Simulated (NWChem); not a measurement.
# C2HClF2 (SMILES FC(F)=CCl): levels of theory compared

We compute a comparison of 5 runs (HF/STO-3G, HF/6-31G*, HF/def2-SVP, B3LYP/6-31G*, r2SCAN/cc-pVTZ) of C2HClF2. 

The results are computed with NWChem 7.3.0.

## Step 1: The molecule

The species is C2HClF2 (6 atoms), meant as a singlet with charge 0. SMILES: `FC(F)=CCl`. The shape is that of a PBE0-D4/def2-TZVP optimisation.

Bond lengths: F1–C2 1.312 Å, C2–F3 1.305 Å, C2–C4 1.321 Å, C4–Cl5 1.706 Å, C4–H6 1.079 Å. Angles: F1–C2–F3 111.1°, F1–C2–C4 123.1°, F3–C2–C4 125.8°, C2–C4–Cl5 122.3°, C2–C4–H6 120.1°, Cl5–C4–H6 117.5°.

## Step 2: Energy and gradient at HF/STO-3G (run 1)

c2hclf2.nw

```
start c2hclf2
memory stack 880 mb heap 220 mb global 1100 mb
geometry units angstrom noautosym nocenter noautoz
F        0.901010      -0.810380       1.342040
C        0.267650      -0.562200       0.220370
F        0.192510      -1.632620      -0.522730
C       -0.218360       0.626770      -0.086550
Cl      -1.039010       0.926430      -1.552100
H       -0.103800       1.452000       0.598970
end
basis spherical bse
* library STO-3G
end
scf
thresh 1e-08
maxiter 80
end
task scf gradient
```

On the command line:

```
nwchem c2hclf2.nw > c2hclf2.out
```

Standard output:

```text
[...]
  functions       =    30
[...]
  wavefunction    = RHF
[...]
         Total SCF energy =   -725.991348969750
      One-electron energy =  -1432.386759198834
      Two-electron energy =    492.820520875865
 Nuclear repulsion energy =    213.574889353218
        Time for solution =      1.0s
[...]
                         RHF ENERGY GRADIENTS
    atom               coordinates                        gradient
                 x          y          z           x          y          z
   1 F       1.702662  -1.531396   2.536088   -0.023062   0.005995  -0.042532
   2 C       0.505785  -1.062404   0.416439    0.014367  -0.038782   0.007059
   3 F       0.363791  -3.085204  -0.987816    0.005017   0.041752   0.033134
   4 C      -0.412641   1.184424  -0.163556   -0.019521   0.001464  -0.038006
   5 Cl     -1.963444   1.750699  -2.933044    0.022464  -0.008813   0.039779
   6 H      -0.196154   2.743882   1.131889    0.000735  -0.001616   0.000567
[...]
```

Wall time 1.9 s (1 thread of Intel Xeon Platinum 8488C (Sapphire Rapids), shared host); peak memory 0.099 GiB.

## Step 3: Energy and forces at HF/6-31G(d) (spherical functions) (run 2)

c2hclf2.xyz

```xyz
6
C2HClF2
F      0.901010    -0.810380     1.342040
C      0.267650    -0.562200     0.220370
F      0.192510    -1.632620    -0.522730
C     -0.218360     0.626770    -0.086550
Cl    -1.039010     0.926430    -1.552100
H     -0.103800     1.452000     0.598970
```

c2hclf2.nw

```
start c2hclf2
title "C2HClF2"
memory stack 880 mb heap 220 mb global 1100 mb
charge 0
geometry units angstroms noautosym nocenter noautoz
   load format xyz c2hclf2.xyz
end
basis spherical bse
   * library 6-31G*
end
scf
   thresh 1e-08
   maxiter 80
   print low
end
task scf gradient
```

On the command line:

```
nwchem c2hclf2.nw > c2hclf2.out
```

Standard output:

```text
[...]
  functions       =    76
[...]
  wavefunction    = RHF
[...]
         Total SCF energy =   -734.626286390168
      One-electron energy =  -1440.610173612102
      Two-electron energy =    492.408997868717
 Nuclear repulsion energy =    213.574889353218
        Time for solution =     10.2s
[...]
                         RHF ENERGY GRADIENTS
    atom               coordinates                        gradient
                 x          y          z           x          y          z
   1 F       1.702662  -1.531396   2.536088    0.006302  -0.001864   0.011495
   2 C       0.505785  -1.062404   0.416439    0.001870  -0.006511   0.000111
   3 F       0.363791  -3.085204  -0.987816   -0.001161  -0.009448  -0.007548
   4 C      -0.412641   1.184424  -0.163556   -0.011663   0.013584  -0.015659
   5 Cl     -1.963444   1.750699  -2.933044    0.003808  -0.001953   0.006489
   6 H      -0.196154   2.743882   1.131889    0.000843   0.006192   0.005113
 Task  times  cpu:       13.0s     wall:       13.0s
 Total times  cpu:       13.0s     wall:       13.0s
```

It took 14 s on 1 thread of Intel Xeon Platinum 8488C (Sapphire Rapids), shared host; peak memory 0.1 GiB.

Runs 3 to 4 aren't shown in full; the table further down has their settings and results.

## Step 4: Energy and gradient at r2SCAN/cc-pVTZ (run 5)

run.py

```python
from ase import Atoms
from ase.calculators.nwchem import NWChem

atoms = Atoms(['F', 'C', 'F', 'C', 'Cl', 'H'], positions=[
    [0.901010, -0.810380, 1.342040],
    [0.267650, -0.562200, 0.220370],
    [0.192510, -1.632620, -0.522730],
    [-0.218360, 0.626770, -0.086550],
    [-1.039010, 0.926430, -1.552100],
    [-0.103800, 1.452000, 0.598970],
])

calc = NWChem(
    label='mol',
    theory='dft',
    memory='2200 mb',
    basis='cc-pVTZ',
    basispar='spherical bse',
    dft={'xc': 'r2scan', 'mult': '1', 'grid': 'fine', 'convergence': 'energy 1e-08', 'iterations': '100', 'mulliken': None},
)
atoms.calc = calc

forces = atoms.get_forces()
e = atoms.get_potential_energy()
print(f"E = {e:.6f} eV")
print("forces (eV/A):")
for s, f in zip(atoms.symbols, forces):
    print(f"{s:2s} {f[0]:10.5f} {f[1]:10.5f} {f[2]:10.5f}")
print("dipole (e A):", atoms.get_dipole_moment().round(4))
```

On the command line:

```
export ASE_NWCHEM_COMMAND="nwchem PREFIX.nwi > PREFIX.nwo"
python run.py
```

Standard output:

```text
E = -20044.759577 eV
forces (eV/A):
F     0.16578   -0.05800    0.29748
C    -0.04371    0.08228   -0.04134
F    -0.02659   -0.28020   -0.20826
C     0.06505    0.22939    0.25660
Cl   -0.15236    0.04427   -0.27840
H    -0.00818   -0.01769   -0.02612
dipole (e A): [0.0511 0.1091 0.1621]
```

The calculator wrote mol.nwi:

```
title "mol"

permanent_dir mol

scratch_dir mol

start mol

geometry units angstrom nocenter noautosym noautoz
  F  9.0100999999999998e-01 -8.1037999999999999e-01 1.3420399999999999e+00
  C  2.6765000000000000e-01 -5.6220000000000003e-01 2.2037000000000001e-01
  F  1.9250999999999999e-01 -1.6326200000000000e+00 -5.2273000000000003e-01
  C  -2.1836000000000000e-01 6.2677000000000005e-01 -8.6550000000000002e-02
  Cl -1.0390100000000000e+00 9.2642999999999998e-01 -1.5521000000000000e+00
  H  -1.0380000000000000e-01 1.4520000000000000e+00 5.9897000000000000e-01
end

memory 2200 mb

basis spherical bse noprint
   * library cc-pVTZ
end

dft
  xc r2scan
  mult 1
  grid fine
  convergence energy 1e-08
  iterations 100
  mulliken
end

task dft gradient
```

mol.nwo:

```text
Northwest Computational Chemistry Package (NWChem) 7.3.0
             --------------------------------------------------------

           Job information
           ---------------

    nwchem branch   = 7.3.0
    use scalapack   = T
    input           = mol.nwi
    prefix          = mol.
    data base       = mol/mol.db
    status          = startup
    nproc           =        1

           Memory information
           ------------------

    heap     =     72089598 doubles =      550.0 Mbytes
    stack    =     72089595 doubles =      550.0 Mbytes
    global   =    144179200 doubles =     1100.0 Mbytes (distinct from heap & stack)
    total    =    288358393 doubles =     2200.0 Mbytes
    verify   = yes
    hardfail = no

[... 103 lines left out ...]
  convergence criterion.
[... 38 lines left out ...]
          Spatial weights used:  Erf1
[... 76 lines left out ...]
         Total DFT energy =     -736.631333641480
[... 3 lines left out ...]
 Nuclear repulsion energy =      213.574889353218
[... 1246 lines left out ...]
          Convergence on gradient requested:  5.00D-04
[... 25 lines left out ...]
          total energy or number of iterations.
[... 37 lines left out ...]
                 ----------------------------------------
                 |  Time  |  1-e(secs)   |  2-e(secs)   |
                 ----------------------------------------
                 |  CPU   |       0.02   |      35.23   |
                 ----------------------------------------
                 |  WALL  |       0.02   |      35.23   |
                 ----------------------------------------

 Task  times  cpu:      147.3s     wall:      147.3s
 Total times  cpu:      147.4s     wall:      147.4s
```

Wall time 2.5 min (1 thread of Intel Xeon Platinum 8488C (Sapphire Rapids), shared host); peak memory 0.14 GiB.

## Step 5: All runs side by side

```csv
run,level,iteration cap,module,energy (Eh),dipole moment (D),HOMO energy (eV),LUMO energy (eV),wall time
1,HF/STO-3G,80,scf,-725.991349,1.62,-8.21,7.67,1.9 s
2,HF/6-31G* (spherical functions),80,scf,-734.626286,–,–,–,14 s
3,HF/def2-SVP,80,scf,-734.282982,1.20,-10.33,4.46,9.9 s
4,B3LYP/6-31G* (spherical functions),100,dft,-736.638763,–,–,–,27 s
5,r2SCAN/cc-pVTZ,100,dft,-736.631334,0.97,-6.34,-0.55,2.5 min
```

## Step 6: What came out

| quantity | value |
| --- | --- |
| run 5: total energy | -736.63133 Eh |
| run 5: dipole moment | 0.97 D |
| run 5: HOMO energy | -6.34 eV |
| run 5: LUMO energy | -0.55 eV |
| run 5: HOMO–LUMO gap | 5.80 eV |
| run 5: largest force on an atom | 0.350 eV/Å |

**Reading.** Over runs 1, 3, 5 the dipole moment (its size) runs from 0.97 D (r2SCAN/cc-pVTZ) to 1.62 D (HF/STO-3G). The two ends differ in method and basis. Over runs 1, 3, 5 the HOMO–LUMO gap runs from 5.80 eV (r2SCAN/cc-pVTZ) to 15.89 eV (HF/STO-3G). Totals of different functionals can't be ranked against each other. In run 1 the basis is minimal, so the values are rough. All runs together took 3.4 min, the longest 2.5 min.
